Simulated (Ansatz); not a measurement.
Basis-set extrapolation for `FC(S)S` (PBE0-D4/def2-TZVP geometry, frozen core, Ansatz 0.2.0). Multiplicity 1, RHF reference.

```tsv
	def2-TZVPP	def2-QZVPP
HF	-934.177888	-934.206788
MP2 correlation	-0.772820	-0.840396
CCSD(T) correlation	-0.847458	not run
```

Energies in hartree. Use E(X) = E(∞) + A·exp(−7.88·√X) for Hartree–Fock and E(X) = E(∞) + B·X^(−2.97) for correlation, with X = 3 and 4, and add CCSD(T) minus MP2 of the smaller set to the MP2 limit.

What is the CCSD(T) energy at the basis-set limit?

HF limit: -934.206788 + (-0.028900) × 0.13774 = -934.21077. MP2 limit: -0.840396 + (-0.067576) × 0.74074 = -0.89045. Higher-order term: -0.847458 − (-0.772820) = -0.07464. Total: -935.17586 hartree, 94.4 kcal/mol below CCSD(T)/def2-TZVPP.
